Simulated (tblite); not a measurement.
CH7Si2 (charge -1).
Bonds: C1–Si2, Si2–Si3. Hydrogens: H4, H5, H6 on C1; H7, H8 on Si2; H9, H10 on Si3.

The geometry is computed with GFN2-xTB (gas phase).

(1) List the bond lengths and angles at this level.

## Answers

(1) 
```
               bond  length (pm)   order
             C1–Si2        190.4  single
            Si2–Si3        222.8  single
C1–H4, C1–H5, C1–H6        108.8  single
             Si2–H7        151.2  single
             Si2–H8        149.8  single
    Si3–H9, Si3–H10        150.2  single
```

Bonds in one row agree within 1 pm and their mean is given. Orders are formal, as drawn. A selection of angles:
```
      angle  degrees
  Si2–C1–H4    112.2
   H4–C1–H5    107.6
 C1–Si2–Si3    108.5
  C1–Si2–H7     98.6
  C1–Si2–H8    102.6
 Si3–Si2–H7    138.0
 Si3–Si2–H8    106.9
  H7–Si2–H8     97.3
 Si2–Si3–H9    106.6
Si2–Si3–H10    104.5
 H9–Si3–H10     97.5
```

Si3 (silicon bonded to Si and 2 H) is pyramidal (angles 106.6°, 104.5° and 97.5°, sum 308.6°, 0.72 Å off the plane of its three neighbours). Si2 (SiH2 silicon) has angles from 97.3° to 138.0°.

Its GFN2-xTB frequencies are all real (lowest 104 cm⁻¹). Torsions: C1–Si2–Si3–H 73° and 176°.

One conformer stands for the species.
